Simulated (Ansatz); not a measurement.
Harmonic frequencies (cm⁻¹) at PBE0-D4/def2-TZVP from Ansatz: 65, 102, 231, 278, 410, 524, 783, 828, 884, 985, 1057, 1111, 1126, 1195, 1242, 1318, 1335, 1421, 1426, 1458, 1511, 1660, 1844, 2876, 2978, 3042, 3060, 3115, 3525, 3607.

Each molecule was computed in one conformer, which needn't be the lowest.

Which molecule is it?
A. `CCC(N)=O`
B. `CN(C)C=O`
C. `C=C(N)OC`
D. `NCCC=O`

D.
